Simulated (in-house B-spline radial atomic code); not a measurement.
Ar. Computed with a B-spline radial atomic code. Model: non-relativistic spherical atom: semilocal Troullier-Martins pseudo-atom, one channel per l, against all electrons, high spin, G0W0 and RPA with empty states to l = 8, local potential for every l without a channel, a model core (radius 0 = none) keeps its share of the functional.

What the tables leave out is listed at the end.

The pseudopotential gives back the lowest level of each angular momentum of its own functional in the configuration it was made in; a second state of the same l is only approximately right. Exact exchange, RPA and GW see the smooth pseudo-orbitals and miss the exchange with the core, for which the functional's share stands in. The column with an uncorrelated core keeps all orbitals and exact exchange, and so separates missing core correlation from pseudisation. Only the three outermost levels and the lowest empty one were computed. RPA here is direct RPA, with no exchange kernel, and its energies carry an (l + 1/2)⁻⁴ tail. A hybrid on a potential with a model core restores only its own semilocal share of the core's exchange.

Command:
```bash
python run_psgw.py task.json out
```
Settings (lengths in bohr, energies in hartree):
```
Z                      18
electrons              18
configuration          [Ne] 3s2 3p6
generated_in           [Ne] 3s2 3p6
functional             lda,vwn
core_shells            3
radius_factor          1
core_correction        False
```

Run time, properties included: 20 s on 1 thread of Arm Neoverse N1 (shared host).

Given: made with LDA VWN5; model core radius 0 bohr; local radius 1.2 bohr; mean-field start LDA VWN5.

Valence shells of the generating configuration: 3s, 3p.

Channel: s 1.185, p 1.288 (radii in bohr).

Computed: largest level miss in the spin-unpolarised generating configuration 0 eV; valence RPA correlation energy all-electron orbitals -0.43141 hartree; all-electron RPA polarisability, core included 10.622 bohr³; pseudo-atom RPA polarisability 10.502 bohr³.

```csv
level,occupied,mean-field all-electron (eV),mean-field pseudo minus all (eV),G0W0 all-electron (eV),G0W0 uncorrelated core minus all (eV),G0W0 pseudo minus all (eV),exchange self-energy all-electron (eV),exchange self-energy pseudo (eV)
3p,1,-10.404,0,-15.497,0.109,-0.244,-23.827,-21.412
```

Q: What is the valence RPA correlation energy pseudo?

A: -0.42879 hartree.

Given: mean-field start PBE0.

Computed: valence RPA correlation energy all-electron orbitals -0.39888 hartree; valence RPA correlation energy pseudo -0.39978 hartree; pseudo-atom RPA polarisability 9.007 bohr³.

```
level  occupied  mean-field all-electron (eV)  mean-field pseudo minus all (eV)  G0W0 all-electron (eV)  G0W0 uncorrelated core minus all (eV)  G0W0 pseudo minus all (eV)  exchange self-energy all-electron (eV)  exchange self-energy pseudo (eV)
   3p         1                       -11.979                            -0.049                 -15.759                                   0.11                      -0.106                                 -23.813                           -21.596
```

Q: What is the all-electron RPA polarisability, core included?

A: 9.2297 bohr³.

Given: mean-field start Hartree-Fock.

Computed: valence RPA correlation energy all-electron orbitals -0.32979 hartree; valence RPA correlation energy pseudo -0.33399 hartree; pseudo-atom RPA polarisability 6.8324 bohr³.

```
level  occupied  mean-field all-electron (eV)  mean-field pseudo minus all (eV)  G0W0 all-electron (eV)  G0W0 uncorrelated core minus all (eV)  G0W0 pseudo minus all (eV)  exchange self-energy all-electron (eV)  exchange self-energy pseudo (eV)
   3p         1                       -16.082                            -0.114                 -16.309                                  0.109                      -0.004                                 -23.633                           -21.621
   3s         1                       -34.759                             0.125                 -31.515                                  0.094                       0.067                                 -31.262                           -28.144
```

Q: What is the all-electron RPA polarisability, core included?

A: 7.0495 bohr³.

Among the listed levels the largest G0W0 shift of the pseudo-atom is -0.24 eV, for 3p on the LDA VWN5 start, while leaving the core uncorrelated moves that level by +0.11 eV. So pseudisation and the lost core exchange, not the missing core correlation, make the error. Not in the tables (levels of low weight, unsolved or above zero; the highest and the empty levels are kept at any weight): on LDA the G0W0 levels 3s (pseudo minus all -0.37 eV, weights 0.19 and 0.06); on PBE0 the G0W0 levels 3s (pseudo minus all +2.65 eV, weights -0.00 and 0.15).
